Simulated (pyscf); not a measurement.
H₂N–Si(OH)(F)–F → O=Si(F)–F + NH₃ (elimination; singlet surface; H–O, N–Si broken, H–N formed). Single points on ωB97X-D3(BJ)/def2-SVP structures (PySCF, gas phase). Correlated levels are frozen-core, on RHF or UHF. ΔMP2 is the change of the MP2 total energy from the triple- to the quadruple-zeta basis. Energies in kJ/mol from the reactant's lowest minimum found.

| level | barrier | reaction energy |
|---|---|---|
| ωB97X-D3(BJ)/def2-TZVP | 184.9 | +313.1 |
| PBE/def2-TZVP | 152.2 | +273.4 |
| r²SCAN/def2-TZVP | (withheld) | +302.1 |
| M06-2X/def2-TZVP | 188.8 | +325.9 |
| CCSD/def2-TZVPP | 197.5 | +308.3 |
| CCSD(T)/def2-TZVPP | 186.7 | +300.6 |
| CCSD(T)/def2-TZVPP + ΔMP2(QZVPP) | (withheld) | (withheld) |

Task: What belongs in the gaps?

Result: 
- r²SCAN/def2-TZVP, barrier: 170.5
- CCSD(T)/def2-TZVPP + ΔMP2(QZVPP), barrier: 188.0
- CCSD(T)/def2-TZVPP + ΔMP2(QZVPP), reaction energy: +303.7

Of the functionals in the table, M06-2X is closest to CCSD(T)/def2-TZVPP + ΔMP2(QZVPP) in the barrier (0.8 kJ/mol apart) and PBE least close (35.9 kJ/mol); that level has limits of its own. On the reactant side the descent ends in a point that may be a rotor saddle (no frequency run), 6.9 kJ/mol over the lowest minimum found and 177.9 kJ/mol under the saddle at ωB97X-D3(BJ)/def2-TZVP. On the product side the descent ends in an adduct with a N–Si contact, 191.3 kJ/mol under the separated species and 63.1 kJ/mol under the saddle at ωB97X-D3(BJ)/def2-TZVP. At ωB97X-D3(BJ)/def2-TZVP, PBE, r²SCAN, M06-2X, CCSD, CCSD(T), CCSD(T) the saddle lies under the separated products, which points to a path from their complex (located at ωB97X-D3(BJ) alone), and parting the products costs more than the saddle. What is counted as broken (N–Si) persists as a longer contact in the product adduct; parting that adduct is a step of its own. One saddle was located; it need not be the lowest between these sides. The CCSD(T) − MP2 part came from Ansatz, without density fitting, on the same reference.
